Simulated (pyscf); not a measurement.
## Four-centre exchange: Cl–Ti(Cl)(Cl)–SeH (SMILES [Cl][Ti]([Cl])([Cl])[SeH]) + H₂ (SMILES [H][H]) → H₂Se (SMILES [SeH2]) + Cl–TiH(Cl)–Cl (SMILES [Cl][TiH]([Cl])[Cl])

Gas phase, singlet surface, charge 0. Bonds broken: Se1–Ti2, H7–H8. Bonds formed: Se1–H7, Ti2–H8. Structures and frequencies: ωB97X-D3(BJ)/def2-SVP in PySCF.

Transition state (Å):

```xyz
8

Se     0.3305     1.4809     0.4386
Ti    -1.2034    -0.5606    -0.3071
Cl    -1.5879    -2.3749    -1.4581
Cl    -2.8016     0.7702    -0.9279
Cl    -1.0236    -1.2844     1.7318
H     -0.0088     2.3318    -0.7082
H      0.5830     0.2364    -0.6357
H      0.2359    -0.6333    -1.2518
```

One imaginary mode, 693i cm⁻¹; descent along it reached the two sides named, in the forms told below.

```csv
bond,change,reactant side (Å),saddle,product side
Se1–Ti2,breaks,2.350,2.7,2.7
H7–H8,breaks,0.760,1.121,2.8
Se1–H7,forms,4.0,1.663,1.467
Ti2–H8,forms,3.5,1.723,1.637
```

Electronic energies relative to the separated reactants (kcal/mol):

| level | barrier | reaction energy | reverse barrier |
|---|---|---|---|
| ωB97X-D3(BJ)/def2-TZVP | 29.3 | +30.8 | -1.4 |
| PBE/def2-TZVP | 25.7 | +29.0 | -3.3 |
| r²SCAN/def2-TZVP | 27.4 | +30.5 | -3.1 |
| B3LYP-D3(BJ)/def2-TZVP | 29.0 | +28.5 | 0.5 |
| PBE0-D3(BJ)/def2-TZVP | 25.7 | +28.0 | -2.3 |
| M06-2X/def2-TZVP | 31.2 | +26.1 | 5.1 |
| ωB97M-D3(BJ)/def2-TZVP | 28.8 | +22.5 | 6.3 |
| HF/def2-TZVP | 41.7 | +13.6 | 28.1 |

With ωB97M-D3(BJ)/def2-TZVP energies and thermal terms (ideal gas, 1 atm, RRHO with modes under 100 cm⁻¹ raised to 100, one conformer, R ln 2 for chiral ones without a mode under 150 cm⁻¹), in kcal/mol:

| T (K) | ΔH‡ | ΔG‡ | ΔH | ΔG |
|---|---|---|---|---|
| 298 | 29.1 | 38.4 | +22.8 | +21.0 |
| 600 | 28.1 | 48.2 | +21.6 | +19.7 |
| 900 | 28.0 | 58.3 | +20.8 | +19.0 |
| 1200 | 28.2 | 68.4 | +20.3 | +18.5 |

On the product side the descent ends in an adduct with a Se–Ti contact, 13.7 kcal/mol under the separated species and 12.3 kcal/mol under the saddle at ωB97X-D3(BJ)/def2-TZVP. At ωB97X-D3(BJ), PBE, r²SCAN, PBE0-D3(BJ) the saddle lies under the separated products, which points to a path from their complex (located at ωB97X-D3(BJ) alone), and parting the products costs more than the saddle. What is counted as broken (Se–Ti) persists as a longer contact in the product adduct; parting that adduct is a step of its own. One saddle was located; it need not be the lowest between these sides. Elements up to Kr have no core potential and no relativistic terms here.
